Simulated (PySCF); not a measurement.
Acid–base and redox partners of OC=O. Gas-phase values, no solvent. One relaxed conformer stands for each flexible species; it need not be the lowest. Strings in code marks are SMILES.

The brightest of the four lowest singlets (TDA) from two functionals at the same geometries (PBE0-D4/def2-TZVP), both in PySCF: PBE-D3(BJ)/def2-TZVP and PBE0-D4/def2-TZVP. Excitations are Tamm–Dancoff values on a coarser integration grid. The basis has no diffuse functions, so Rydberg states are missing or too high.

| species | PBE-D3(BJ)/def2-TZVP (eV) | PBE0-D4/def2-TZVP (eV) |
|---|---|---|
| neutral parent (`O=CO` (O–C–O–H torsion 0°)) | 8.58 | 9.30 |
| proton added at O1 (`O/C=[O+]\[H]` (H–O–C–O torsion 0°)) | 9.32 | 9.59 |
| proton added at O3 (`O=C[OH2+]` (not the most basic site; O–C–O–H torsion 12°)) | 9.01 | 10.06 |

Over these rows, drawn at random from the members with no instability flagged (it was tested for open shells, ions and some series alone), PBE minus PBE0-D4: mean -0.68 eV, from -1.05 eV to -0.27 eV.
